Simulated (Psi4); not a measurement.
# CH2N (SMILES [H]/[C]=N\[H]): UMP2/def2-TZVP (Cholesky decomposition, density fitting for correlation, cholesky tolerance 1e-05, sweep point 7)

What is the vertical doublet–quartet gap of CH2N at UMP2/def2-TZVP (Cholesky decomposition, density fitting for correlation, cholesky tolerance 1e-05, sweep point 7)? Input form: a Python script.

The results are computed with Psi4 1.11.

2 further runs of the same task are left out: 2 set aside as unsound or not needed.

## 1. Starting point

CH2N has 4 atoms, charge 0, and is taken as a doublet. SMILES: `[H]/[C]=N\[H]`. Geometry: relaxed at GFN2-xTB.

Bond lengths: C1–N2 1.210 Å, C1–H3 1.081 Å, N2–H4 1.023 Å. Angles: C1–N2–H4 130.6°, N2–C1–H3 137.7°.

## 2. A single-point energy at UMP2/def2-TZVP (Cholesky decomposition, density fitting for correlation, cholesky tolerance 1e-05, sweep point 7)

Input file calc.py:

```python
import psi4

psi4.set_memory(1600000000)
psi4.set_num_threads(1)
psi4.set_output_file('run.log', False)

m = psi4.geometry("""
0 2
C      0.72788471    -0.43902117     0.97419161
N      0.46723478     1.14744170    -0.65070829
H     -0.26722617    -2.09217248     1.64321135
H     -0.92787442     1.38375195    -1.96667577
units au
symmetry c1
""")

psi4.set_options({
    'reference': 'uhf',
    'puream': True,
    'scf_type': 'cd',
    'num_frozen_docc': 2,
    'cholesky_tolerance': 1e-05,
    'maxiter': 150,
})

e, wfn = psi4.energy("mp2/def2-TZVP", return_wfn=True)
print('E =', round(e, 9))
for k, v in sorted(psi4.core.scalar_variables().items()):
    print(f'{k:45s} {v:18.10f}')
```

Command:

```console
python calc.py
```

run.log, cut to the lines that bear on the results:

```text
[...]
  Running in c1 symmetry.
[...]
  Nuclear repulsion =   28.430504411942703
[...]
  Multiplicity = 2
[...]
  Nalpha       = 8
  Nbeta        = 7
[...]
    Number of basis functions: 74
[...]
   @UHF iter   1:   -93.37286179238902   -7.31084e-01   4.49371e-03 ADIIS/DIIS
[...]
   @UHF iter  18:   -93.43099741729075   -1.37845e-12   4.63198e-09 DIIS
[...]
   @S^2 Observed:                8.073266064E-01
[...]
    Orbital Energies [Eh]
    ---------------------
    Alpha Occupied:
       1A    -15.570246     2A    -11.295813     3A     -1.230548
       4A     -0.848718     5A     -0.723492     6A     -0.558205
       7A     -0.474586     8A     -0.347000
    Alpha Virtual:
       9A      0.142403    10A      0.148362    11A      0.188750
      12A      0.247897    13A      0.312605    14A      0.346010
      15A      0.370321    16A      0.477480    17A      0.569370
      18A      0.585115    19A      0.628693    20A      0.669471
      21A      0.711204    22A      0.790733    23A      0.810322
      24A      0.846669    25A      0.994208    26A      1.220804
[...]
  @UHF Final Energy:   -93.43099741729075
   => Energetics <=
    Nuclear Repulsion Energy =             28.4305044119427031
    One-Electron Energy =                -182.1755116334586262
    Two-Electron Energy =                  60.3140098042251651
    Total Energy =                        -93.4309974172907545
  UHF NO Occupations:
  HONO-2 :    6  A 1.9958231
  HONO-1 :    7  A 1.9766804
[...]
 Multipole Moments:
 ------------------------------------------------------------------------------------
     Multipole            Electronic (a.u.)      Nuclear  (a.u.)        Total (a.u.)
 ------------------------------------------------------------------------------------
 L = 1.  Multiply by 2.5417464519 to convert [e a0] to [Debye]
 Dipole X            :          0.3966356           -1.0911576           -0.6945220
 Dipole Y            :          0.2054294           -0.7097877           -0.5043583
 Dipole Z            :          0.1353326           -0.2391026           -0.1037700
 Magnitude           :                                                    0.8645844
[...]
```

The script printed:

```text
E = -93.760154825
CURRENT CORRELATION ENERGY                         -0.3291574079
CURRENT ENERGY                                    -93.7601548252
CURRENT REFERENCE ENERGY                          -93.4309974173
CUSTOM SCS-MP2 CORRELATION ENERGY                  -0.3245766642
CUSTOM SCS-MP2 TOTAL ENERGY                       -93.7555740815
DD SOLVATION ENERGY                                 0.0000000000
HF KINETIC ENERGY                                  93.3831105682
HF POTENTIAL ENERGY                              -186.8141079855
HF TOTAL ENERGY                                   -93.4309974173
HF VIRIAL RATIO                                     2.0005127999
MP2 CORRELATION ENERGY                             -0.3291574079
MP2 DOUBLES ENERGY                                 -0.3291574079
MP2 OPPOSITE-SPIN CORRELATION ENERGY               -0.2479125326
MP2 SAME-SPIN CORRELATION ENERGY                   -0.0812448753
MP2 SINGLES ENERGY                                 -0.0000000000
MP2 TOTAL ENERGY                                  -93.7601548252
NUCLEAR REPULSION ENERGY                           28.4305044119
ONE-ELECTRON ENERGY                              -182.1755116335
PCM POLARIZATION ENERGY                             0.0000000000
PE ENERGY                                           0.0000000000
SCF ITERATION ENERGY                              -93.4309974173
SCF ITERATIONS                                     18.0000000000
SCF TOTAL ENERGY                                  -93.4309974173
SCS-MP2 CORRELATION ENERGY                         -0.3245766642
SCS-MP2 TOTAL ENERGY                              -93.7555740815
TWO-ELECTRON ENERGY                                60.3140098042
```

Run time: 6 s. Hardware: 1 thread of Intel Xeon Platinum 8259CL at 2.50GHz (Skylake/Cascade Lake), shared host; peak memory 0.21 GiB.

## 3. The quartet

Input file ch2n.py:

```python
import psi4

psi4.set_memory('1600 MB')
psi4.set_num_threads(1)
psi4.set_output_file('psi4.out', False)

mol = psi4.geometry("""
0 4
C      0.72788471    -0.43902117     0.97419161
N      0.46723478     1.14744170    -0.65070829
H     -0.26722617    -2.09217248     1.64321135
H     -0.92787442     1.38375195    -1.96667577
units au
symmetry c1
""")

psi4.set_options({
    'basis': 'def2-TZVP',
    'reference': 'uhf',
    'puream': True,
    'scf_type': 'cd',
    'num_frozen_docc': 2,
    'cholesky_tolerance': 1e-05,
    'maxiter': 150,
})

e_tot = psi4.energy("mp2", molecule=mol)
print(f'total energy {e_tot:.8f} hartree = {e_tot * 27.211386:.5f} eV')
```

Command:

```console
python ch2n.py
```

psi4.out, cut to the lines that bear on the results:

```text
[...]
  Running in c1 symmetry.
[...]
  Nuclear repulsion =   28.430504411942703
[...]
  Multiplicity = 4
[...]
  Nalpha       = 9
  Nbeta        = 6
[...]
    Number of basis functions: 74
[...]
   @UHF iter   1:   -93.19818853013700   -5.56411e-01   3.88829e-03 ADIIS/DIIS
[...]
   @UHF iter  22:   -93.26973373697979   -1.98952e-12   4.10530e-09 DIIS
[...]
   @S^2 Observed:                3.767541792E+00
[...]
    Orbital Energies [Eh]
    ---------------------
    Alpha Occupied:
       1A    -15.622874     2A    -11.249772     3A     -1.311632
       4A     -0.896290     5A     -0.736946     6A     -0.649943
       7A     -0.611075     8A     -0.383144     9A     -0.260127
    Alpha Virtual:
      10A      0.135275    11A      0.201590    12A      0.244646
      13A      0.318788    14A      0.335118    15A      0.361156
      16A      0.443927    17A      0.518273    18A      0.558427
      19A      0.609282    20A      0.641477    21A      0.679136
      22A      0.783637    23A      0.803481    24A      0.836311
      25A      0.972983    26A      1.211605    27A      1.248843
[...]
  @UHF Final Energy:   -93.26973373697979
   => Energetics <=
    Nuclear Repulsion Energy =             28.4305044119427031
    One-Electron Energy =                -181.8521346268877323
    Two-Electron Energy =                  60.1518964779652379
    Total Energy =                        -93.2697337369797879
  UHF NO Occupations:
  HONO-2 :    7  A 1.0000000
  HONO-1 :    8  A 1.0000000
[...]
 Multipole Moments:
 ------------------------------------------------------------------------------------
     Multipole            Electronic (a.u.)      Nuclear  (a.u.)        Total (a.u.)
 ------------------------------------------------------------------------------------
 L = 1.  Multiply by 2.5417464519 to convert [e a0] to [Debye]
 Dipole X            :          0.5834946           -1.0911576           -0.5076630
 Dipole Y            :          0.8210500           -0.7097877            0.1112623
 Dipole Z            :         -0.2852721           -0.2391026           -0.5243746
 Magnitude           :                                                    0.7382884
[...]
```

On the terminal:

```text
total energy -93.54221287 hartree = -2545.41326 eV
```

It took 6.3 s on 1 thread of Intel Xeon Platinum 8259CL at 2.50GHz (Skylake/Cascade Lake), shared host; peak memory 0.21 GiB.

## 4. What came out

Level: UMP2/def2-TZVP (Cholesky decomposition, density fitting for correlation, cholesky tolerance 1e-05, sweep point 7), 2 core orbitals frozen.

| quantity | value |
| --- | --- |
| doublet: total energy | -93.76015 Eh |
| doublet: HOMO energy (Hartree–Fock orbitals) (highest over α and β) | -9.44 eV |
| doublet: LUMO energy (Hartree–Fock orbitals) (lowest over α and β) | 2.98 eV |
| doublet: correlation energy (2 core orbitals frozen) | -329.2 mEh |
| doublet: ⟨S²⟩ of the reference determinant | 0.807 |
| quartet: total energy | -93.54221 Eh |
| quartet: HOMO energy (Hartree–Fock orbitals) (highest over α and β) | -7.08 eV |
| quartet: LUMO energy (Hartree–Fock orbitals) (lowest over α and β) | 0.20 eV |
| quartet: correlation energy (2 core orbitals frozen) | -272.5 mEh |
| quartet: ⟨S²⟩ of the reference determinant | 3.768 |
| vertical energy of the quartet above the doublet | 5.931 eV |

At this shape the quartet lies 5.93 eV (572 kJ/mol) above the doublet.
